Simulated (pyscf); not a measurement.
Optimised with ωB97X-D3(BJ)/def2-SVP in PySCF.

Q: For the elementary gas-phase step `[SiH3][BiH2]` + `[H][H]` → `[BiH3]` + `[SiH4]` (singlet surface; Bi–Si, H–H broken, Bi–H, H–Si formed), what barrier and reaction energy does ωB97M-D3(BJ)/def2-TZVP give, measured from the separated reactants?

A: ΔE‡ = 64.1 kcal/mol, ΔE = +2.8 kcal/mol. Zero-point energy shifts the barrier by +1.9 kcal/mol. It is a four-centre exchange, with an imaginary mode of 1568i cm⁻¹. At the saddle there is also a short H–Si contact that neither side keeps. The same reactants have a lower exit, to SiH₃• + BiH₂• + H₂ (no saddle counted: cutting one bond costs +54.9 kcal/mol at ωB97M-D3(BJ)/def2-TZVP, against +64.1 kcal/mol here). This is the saddle that the search found; another between the same sides may lie lower. Elements past Kr carry the def2 core potentials, without spin-orbit coupling.
